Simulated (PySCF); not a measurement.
propene (C3H6), SMILES CC=C. Atoms are numbered in the order given.

```xyz
9

C     -0.1633     1.2269     0.0000
C      0.4541    -0.1314     0.0000
C     -0.2199    -1.2763     0.0000
H      0.1524     1.8017     0.8769
H      0.1524     1.8017    -0.8769
H     -1.2536     1.1701     0.0000
H      1.5429    -0.1629     0.0000
H     -1.3060    -1.2917     0.0000
H      0.2871    -2.2342     0.0000
```

The structure is a stationary point at r2SCAN-D4/def2-TZVP.

Method: TDDFT-CAM-B3LYP/def2-SVPD (PySCF 2.14.0).

Vertical excitations. The molecule is in vacuum. State labels are in the subgroup Cs.

Computed UV-visible absorptions:
```tsv
state	symmetry	energy (eV)	λ (nm)	f	main pairs
S1	A"	7.22	172	0.022	HOMO→LUMO+1 89 %
S2	A'	7.54	165	0.413	HOMO→LUMO 98 %
S3	A"	7.96	156	0.001	HOMO→LUMO+3 74 %, HOMO→LUMO+2 20 %
S4	A"	8.11	153	0.030	HOMO→LUMO+2 74 %, HOMO→LUMO+3 15 %
S5	A"	8.32	149	0.000	HOMO−1→LUMO 96 %
S6	A"	9.20	135	0.002	HOMO−2→LUMO 63 %, HOMO→LUMO+4 26 %
S7	A"	9.27	134	0.001	HOMO→LUMO+4 66 %, HOMO−2→LUMO 25 %
S8	A'	9.67	128	0.037	HOMO→LUMO+5 79 %, HOMO−1→LUMO+1 16 %
S9	A"	9.68	128	0.041	HOMO→LUMO+6 95 %
S10	A'	9.74	127	0.043	HOMO−1→LUMO+1 74 %, HOMO→LUMO+5 16 %
T1	A'	4.41	281	0	HOMO→LUMO 95 %
T2	A"	7.08	175	0	HOMO→LUMO+1 87 %
T3	A"	7.78	159	0	HOMO−1→LUMO 63 %, HOMO→LUMO+3 26 %
T4	A"	7.87	158	0	HOMO→LUMO+3 40 %, HOMO−1→LUMO 30 %, HOMO→LUMO+2 26 %
```
Triplets are in the Tamm–Dancoff approximation, which puts them higher than full response would, so one can lie above its singlet here.
